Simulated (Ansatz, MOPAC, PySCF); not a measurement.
Molecule: C2H2F, net charge -1, singlet state. SMILES: C(=[CH-])F
Geometry: optimised at B3LYP-D3(BJ)/def2-TZVP (Ansatz, a program for electronic structure).

Unscaled harmonic wavenumbers (cm⁻¹) in rising order, each level at the stationary point that it reaches from this structure (no distance between atoms moves by over 0.3 Å); the order of modes can differ between levels, and a negative number is imaginary. B3LYP-D3(BJ)/def2-TZVP (PySCF, at the structure above): 542, 697, 719, 916, 1013, 1301, 1559, 2907, 2998.

AM1 (MOPAC): 555, 716, 840, 892, 1315, 1349, 1789, 2995, 3108. Zero-point energy 19.4 against 18.1 kcal/mol; where all levels lie over 400 cm⁻¹, the wavenumbers are on average 1.083 times those of B3LYP-D3(BJ)/def2-TZVP.

HF/3-21G (Ansatz): 592, 785, 917, 1084, 1192, 1503, 1673, 2929, 3184. Zero-point energy 19.8 against 18.1 kcal/mol; where all levels lie over 400 cm⁻¹, the wavenumbers are on average 1.128 times those of B3LYP-D3(BJ)/def2-TZVP.
